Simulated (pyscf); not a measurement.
Optimised with ωB97X-D3(BJ)/def2-SVP in PySCF.

Q: For the elementary gas-phase step H₃C–Zn–Cl + CH₃• → •H₂C–Zn–Cl + CH₄ (doublet surface; C–H broken, C–H formed), what barrier and reaction energy does ωB97M-D3(BJ)/def2-TZVP give, measured from the separated reactants?

A: ΔE‡ = 14.3 kcal/mol, ΔE = -4.2 kcal/mol. Zero-point energy shifts the barrier by -0.4 kcal/mol. It is a hydrogen abstraction, with an imaginary mode of 1763i cm⁻¹. On the reactant side the descent ends in a complex, 5.8 kcal/mol under the separated species and 18.8 kcal/mol under the saddle at ωB97X-D3(BJ)/def2-TZVP. This is the saddle that the search found; another between the same sides may lie lower. The angle at the transferred H is 175°. Elements up to Kr have no core potential and no relativistic terms here.
